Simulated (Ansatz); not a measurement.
in.yaml

```yaml
crystal:
  periodic: [false, false, false]
  atoms:
    - {symbol: Ge, position_ang: [0.000000, 0.000000, 0.000000]}
    - {symbol: Al, position_ang: [0.000000, 0.000000, 2.443000]}
basis:
  gaussian: {orbitals: aug-cc-pVTZ}
total_charge: 1
correlation: {method: fci, electrons: all}
scf: {lower_state_search: off}
```

```sh
$ ansatz run in.yaml --threads 1 --pin off --events-out ev --progress --plain --max-ram 2393MiB
```

(1) One thing in this input was set wrong on purpose, beside settings that are merely unusual. What is the gravest fault, and what does the program do?

Results:

(1) Too large for memory. How the run ends: out of memory.
```
these checks for a lower state are left out or cut short: stability, starts, cluster_reference, orbital_swaps, neighbouring_geometries, increment
1182 factors; integrals over basis functions are off by at most 1.8e-7 eV
mean field evaluation 1: about -63047.7056 eV, gradient 1.1e1 eV
mean field evaluation 2: about -63047.7875 eV, gradient 1.1e1 eV
mean field evaluation 4: about -63048.2457 eV, gradient 8.1e-1 eV
mean field evaluation 8: about -63048.2498 eV, gradient 4.1e-3 eV
mean field -63048.24983972 eV, -2316.9804459711 hartree, gradient 2.6e-6 eV, S^2 0.000000; 0 other end points of the search recorded, 0 dependent functions left out
reference -63048.24983972 eV, -2316.9804459711 hartree; 22, 22 occupied and 87, 87 virtual orbitals, 1182 factors
Error: with its determinants' occupation strings, the run needs more than 1.7e10 GiB of memory, and 2.33 GiB are given
refused for memory
```
